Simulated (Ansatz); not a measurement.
# 2H MoTe2

Computed with PBE (Ansatz, a first-principles code, PAW).

Numerical settings: plane-wave cutoff 500 eV, 12×12×4 k mesh (along the axes of the cell as run), gaussian smearing 0.02 eV, no spin polarisation, scalar-relativistic PAW data made under PBE.

Cell (relaxed at this level):

```cif
data_Mo2Te4
_chemical_formula_sum 'Te4 Mo2'
_space_group_name_H-M_alt 'P 1'
_space_group_IT_number 1
_cell_length_a 3.55661
_cell_length_b 3.55661
_cell_length_c 15.32862
_cell_angle_alpha 90.000
_cell_angle_beta 90.000
_cell_angle_gamma 120.000
loop_
_space_group_symop_operation_xyz
  'x, y, z'
loop_
_atom_site_label
_atom_site_type_symbol
_atom_site_fract_x
_atom_site_fract_y
_atom_site_fract_z
_atom_site_occupancy
Te1 Te 0.33333 0.66667 0.63204 1
Te2 Te 0.66667 0.33333 0.13204 1
Te3 Te 0.66667 0.33333 0.36796 1
Te4 Te 0.33333 0.66667 0.86796 1
Mo1 Mo 0.33333 0.66667 0.25000 1
Mo2 Mo 0.66667 0.33333 0.75000 1
```

| Quantity | Result |
|---|---|
| band gap | 1.02 eV (on the SCF k mesh) |

Measured, for comparison: band gap 1.06 ± 0.01 eV (4 K, zero-point motion not removed, indirect, absorption from ellipsometry, single crystal; as tabulated in Gulo et al. (2023), doi:10.1103/physrevmaterials.7.044001).

Note: the cell comes from a level without a dispersion term, which matters for the spacing of layers, chains or molecules; the cell has widely spaced layers and the level no dispersion term, so their spacing and the moduli can rest on weak binding.

Spin–orbit coupling is not included; with these elements it can move the gap by several tenths of an eV or more.

Static lattice: no zero-point or thermal effects.

Cost on a shared machine: around 7 core-minutes (rough).
